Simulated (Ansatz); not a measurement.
AlH₃NS, SMILES `[NH2][Al][SH]` radical at its PBE0-D4/def2-TZVP geometry, where that method's forces vanish. Charge 0, multiplicity 2.

```xyz
6

N     0.0197    0.0184   -1.3499
Al   -0.5642    0.5040    0.2493
S     0.4389   -0.4501    1.9695
H     0.7591   -0.6464   -1.5194
H    -0.3428    0.3702   -2.2207
H    -0.3108    0.2039    2.8712
```

Problem. What forces (eV/Å) does ωB97M-V/def2-TZVPP give on these atoms in the Gaussian-basis code of Ansatz? (Estimate.)

Solution. Computed: 
```
N1   0.014 -0.011 -0.059
Al2 -0.066  0.059  0.035
S3  -0.019  0.014  0.102
H4  -0.013  0.012 -0.021
H5   0.032 -0.030  0.008
H6   0.052 -0.045 -0.064
```
